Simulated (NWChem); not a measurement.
Everything below was run with NWChem. System: CH₂, charge 1, spin multiplicity 2, at the geometry of a parent with another charge or spin, in a state set for the comparison that need not be this species' ground state. Its SCF solution wasn't tested for a lower state. Level: UHF/def2-TZVPD.

The NWChem input:

```
start mol
memory heap 200 mb stack 900 mb global 1100 mb
charge 1
geometry units angstroms nocenter noautoz
  C      0.000000     0.000000    -0.105884
  H      1.004074     0.000000     0.317651
  H     -1.004074     0.000000     0.317651
  symmetry group C2v
end
basis spherical
  * library def2-tzvpd
end
scf
  uhf
  nopen 1
  maxiter 100
  thresh 1e-7
  semidirect memsize 60000000 filesize 0
  # guess.movecs holds the orbitals of an unrestricted PBE0 run
  vectors input guess.movecs output mol.movecs
end
task scf energy
```

Part of the output:

```
             Northwest Computational Chemistry Package (NWChem) 7.3.0
             --------------------------------------------------------

                                NWChem Input Module
                                -------------------

 Scaling coordinates for geometry "geometry" by  1.889725989
 (inverse scale =  0.529177249)

 Turning off AUTOSYM since
 SYMMETRY directive was detected!

                             Geometry "geometry" -> ""
                             -------------------------

 Output coordinates in angstroms (scale by  1.889725989 to convert to a.u.)

  No.       Tag          Charge          X              Y              Z
 ---- ---------------- ---------- -------------- -------------- --------------
    1 C                    6.0000     0.00000000     0.00000000    -0.10588400
    2 H                    1.0000     1.00407400     0.00000000     0.31765100
    3 H                    1.0000    -1.00407400     0.00000000     0.31765100

 Effective nuclear repulsion energy (a.u.)       6.0906771635

            Nuclear Dipole moment (a.u.)
            ----------------------------
        X                 Y               Z
 ---------------- ---------------- ----------------
     0.0000000000     0.0000000000    -0.0000037795

      Symmetry information
      --------------------

 Group name             C2v
 Group number             16
 Group order               4
 No. of unique centers     2

      Symmetry unique atoms

     1    2


 Summary of "ao basis" -> "" (spherical)
 ------------------------------------------------------------------------------
       Tag                 Description            Shells   Functions and Types
 ---------------- ------------------------------  ------  ---------------------
 *                         def2-tzvpd                 on all atoms

 Summary of "ao basis" -> "ao basis" (spherical)
 ------------------------------------------------------------------------------
       Tag                 Description            Shells   Functions and Types
 ---------------- ------------------------------  ------  ---------------------
[...]
     5      0.508641  1 C  s                 15      0.371396  1 C  pz
     9      0.302364  1 C  pz                12      0.302559  1 C  pz
     4     -0.270173  1 C  s                 40     -0.265637  2 H  s
    49     -0.265637  3 H  s

 Vector    6  Occ=0.000000D+00  E=-1.193598D-01  Symmetry=a1
              MO Center= -1.2D-16, -7.9D-17,  2.2D-01, r^2= 7.6D+00
   Bfn.  Coefficient  Atom+Function         Bfn.  Coefficient  Atom+Function
  ----- ------------  ---------------      ----- ------------  ---------------
     5      2.836218  1 C  s                 40     -2.251336  2 H  s
    49     -2.251336  3 H  s                  6      2.152585  1 C  s
    30      0.521356  1 C  d  2               4     -0.473759  1 C  s
    15      0.441258  1 C  pz                46      0.425900  2 H  pz
    55      0.425900  3 H  pz                28     -0.345449  1 C  d  0

 center of mass
 --------------
 x =   0.00000000 y =   0.00000000 z =  -0.08498785

 moments of inertia (a.u.)
 ------------------
           1.105501681103           0.000000000000           0.000000000000
           0.000000000000           8.362286362886           0.000000000000
           0.000000000000           0.000000000000           7.256784681783

  Mulliken analysis of the total density
  --------------------------------------

    Atom       Charge   Shell Charges
 -----------   ------   -------------------------------------------------------
    1 C    6     5.75   0.86  1.12  0.62  0.81  0.16  0.00  0.97  0.99  0.20  0.01  0.02  0.00  0.00
    2 H    1     0.63   0.24  0.40 -0.03  0.03 -0.01
    3 H    1     0.63   0.24  0.40 -0.03  0.03 -0.01

  Mulliken analysis of the alpha density
  --------------------------------------

    Atom       Charge   Shell Charges
 -----------   ------   -------------------------------------------------------
    1 C    6     3.36   0.43  0.56  0.34  0.45  0.07  0.00  0.68  0.70  0.12  0.00  0.01 -0.00  0.00
    2 H    1     0.32   0.12  0.19 -0.00  0.01 -0.01
    3 H    1     0.32   0.12  0.19 -0.00  0.01 -0.01

   Mulliken analysis of the beta density
   -------------------------------------

    Atom       Charge   Shell Charges
 -----------   ------   -------------------------------------------------------
    1 C    6     2.38   0.43  0.56  0.27  0.36  0.09  0.00  0.28  0.29  0.08  0.01  0.01  0.00  0.00
    2 H    1     0.31   0.12  0.20 -0.03  0.01 -0.00
    3 H    1     0.31   0.12  0.20 -0.03  0.01 -0.00

   Mulliken analysis of the spin density
   -------------------------------------

    Atom       Charge   Shell Charges
 -----------   ------   -------------------------------------------------------
    1 C    6     0.98   0.00 -0.00  0.07  0.08 -0.02  0.00  0.40  0.42  0.04 -0.00 -0.00 -0.00 -0.00
    2 H    1     0.01  -0.00 -0.01  0.03  0.00 -0.01
    3 H    1     0.01  -0.00 -0.01  0.03  0.00 -0.01

       Multipole analysis of the density wrt the origin
       ------------------------------------------------

     L   x y z        total         alpha         beta         nuclear
     -   - - -        -----         -----         ----         -------
     0   0 0 0      1.000000     -4.000000     -3.000000      8.000000

     1   1 0 0      0.000000      0.000000     -0.000000      0.000000
     1   0 1 0      0.000000      0.000000     -0.000000      0.000000
     1   0 0 1      0.205346      0.440316     -0.234967     -0.000004

     2   2 0 0     -1.872410     -4.753717     -4.319134      7.200441
     2   1 1 0      0.000000      0.000000      0.000000      0.000000
     2   1 0 1     -0.000000     -0.000000     -0.000000      0.000000
     2   0 2 0     -3.198588     -1.885868     -1.312720      0.000000
     2   0 1 1     -0.000000     -0.000000      0.000000      0.000000
     2   0 0 2     -3.992364     -3.492954     -1.460285      0.960876

 Task  times  cpu:        0.3s     wall:        0.3s

 Total times  cpu:        0.3s     wall:        0.3s
```
